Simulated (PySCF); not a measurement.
# RPA@SVWN5/cc-pVDZ (max memory mb 1860) run of H2S (SMILES S)

Aim: the vertical ionisation energy of H2S at RPA@SVWN5/cc-pVDZ (max memory mb 1860), from 2 runs. Input form: a Python script.

The results are computed with PySCF 2.14.0.

### Step 1. The system as given

H2S has 3 atoms, charge 0, and is taken as a singlet. As SMILES, `S`. The coordinates come from a PBE0-D4/def2-TZVP relaxation.

Bond lengths: S1–H2 1.341 Å, S1–H3 1.341 Å. Angles: H2–S1–H3 92.3°.

### Step 2. A single-point energy at RPA@SVWN5/cc-pVDZ (max memory mb 1860)

run.py reads:

```python
from pyscf import gto, dft
from pyscf.gw.rpa import RPA

system = gto.Mole()
system.atom = [
    ('S', (0.495500, -0.280600, 0.243900)),
    ('H', (0.097900, 0.997700, 0.162400)),
    ('H', (-0.593400, -0.717100, -0.406300)),
]
system.verbose = 3
system.max_memory = 1860
system.basis = 'cc-pvdz'
system.charge = 0
system.spin = 0
system.build()

calc0 = dft.RKS(system, xc='svwn')
calc0.grids.level = 2
calc0.conv_tol = 1e-10
calc0.kernel()
if not calc0.converged:
    calc0 = calc0.newton().run(calc0.mo_coeff, calc0.mo_occ)

rpa = RPA(calc0, frozen=5)
rpa.kernel()
e_exx = calc0.to_hf().energy_tot(calc0.make_rdm1())
e_final = e_exx + rpa.e_corr
print(f'total energy: {e_final:.8f} hartree')
```

Run with:

```console
$ OMP_NUM_THREADS=1 python run.py
```

The program printed:

```text
converged SCF energy = -397.991830288632
E(RPA) = -398.960430741392  E_corr = -0.256907968098835  E_hf = -398.703522773293
total energy: -398.94121790 hartree
```

It took 1.1 s on 1 thread of Arm Neoverse V1, shared host; peak memory 0.12 GiB.

### Step 3. The doublet cation

job.py reads:

```python
from pyscf import gto, dft
from pyscf.gw.urpa import URPA

mol = gto.M(
    atom='''
S      0.936359    -0.530257     0.460904
H      0.185004     1.885380     0.306892
H     -1.121363    -1.355123    -0.767796
''',
    charge=1,
    unit='bohr',
    spin=1,
    basis='cc-pvdz',
    max_memory=1860,
    verbose=3,
)

calc0 = dft.UKS(mol)
calc0.xc = 'svwn'
calc0.conv_tol = 1e-10
calc0.grids.level = 2
calc0.kernel()
if not calc0.converged:
    calc0 = calc0.newton().run(calc0.mo_coeff, calc0.mo_occ)

rpa = URPA(calc0, frozen=5)
rpa.kernel()
e_exx = calc0.to_hf().energy_tot(calc0.make_rdm1())
e_tot = e_exx + rpa.e_corr
print(f'total energy: {e_tot:.8f} hartree')
```

Run with:

```console
$ OMP_NUM_THREADS=1 python job.py
```

The program printed:

```text
converged SCF energy = -397.605417918692  <S^2> = 0.75176769  2S+1 = 2.0017669
E(URPA) = -398.590435461455  E_corr = -0.227307047576588  E_hf = -398.363128413878
total energy: -398.57117473 hartree
```

Run time: 1.2 s. Hardware: 1 thread of Arm Neoverse V1, shared host; peak memory 0.12 GiB.

### Step 4. Results

At RPA@SVWN5/cc-pVDZ (max memory mb 1860), 5 core orbitals frozen:

| quantity | value |
| --- | --- |
| singlet H2S: total energy | -398.94122 Eh |
| singlet H2S: dipole moment (SVWN5 Kohn–Sham density) | 1.35 D |
| singlet H2S: HOMO energy (SVWN5 Kohn–Sham orbitals) | -6.03 eV |
| singlet H2S: LUMO energy (SVWN5 Kohn–Sham orbitals) | -0.04 eV |
| singlet H2S: HOMO–LUMO gap (SVWN5 Kohn–Sham orbitals) | 5.98 eV |
| singlet H2S: RPA correlation energy (valence) | -256.9 mEh |
| doublet cation: total energy | -398.57117 Eh |
| doublet cation: HOMO energy (SVWN5 Kohn–Sham orbitals) (highest over α and β) | -16.63 eV |
| doublet cation: LUMO energy (SVWN5 Kohn–Sham orbitals) (lowest over α and β) | -14.98 eV |
| doublet cation: RPA correlation energy (valence) | -227.3 mEh |
| doublet cation: ⟨S²⟩ | 0.752 |
| vertical ionisation energy (to the doublet cation) | 10.069 eV |

What this shows: Removing an electron at fixed nuclei costs 10.07 eV (972 kJ/mol). Mulliken charges (singlet H2S) of the mean-field density run from -0.23 on S1 to +0.11 on H2.
